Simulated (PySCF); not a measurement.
## Ionisation energy of N by level of theory

N [He] 2s2 2p3 (4S) → N⁺ [He] 2s2 2p2 (3P), as a difference of total energies. All numbers are calculated (PySCF 2.14, the non-relativistic Hamiltonian (point nucleus), in dyall-av3z (15s9p3d2f, 71 functions)). Correlated levels: valence: 1s2 frozen; virtual orbitals above 40 to 60 times the deepest correlated orbital energy dropped. The calculations carry no spin-orbit coupling.

```json
{"method": "UHF", "ionisation energy (eV)": "13.897", "plus first-order spin-orbit estimate": "13.885", "error of that sum (eV)": "-0.649"}
{"method": "MP2 (valence)", "ionisation energy (eV)": "14.586", "plus first-order spin-orbit estimate": "14.575", "error of that sum (eV)": "+0.041"}
{"method": "SCS-MP2 (valence)", "ionisation energy (eV)": "14.327", "plus first-order spin-orbit estimate": "14.315", "error of that sum (eV)": "-0.219"}
{"method": "CCSD (valence)", "ionisation energy (eV)": "14.446", "plus first-order spin-orbit estimate": "14.434", "error of that sum (eV)": "-0.100"}
{"method": "CCSD(T) (valence)", "ionisation energy (eV)": "14.472", "plus first-order spin-orbit estimate": "14.460", "error of that sum (eV)": "-0.074"}
```

Reference: 14.534 eV (measured; NIST Atomic Spectra Database, ionization energies).

A first-order spin-orbit estimate (lowest level to lowest level, LS coupling) adds -0.012 eV.

Errors of the correlated levels include the incompleteness of this basis and the frozen core.
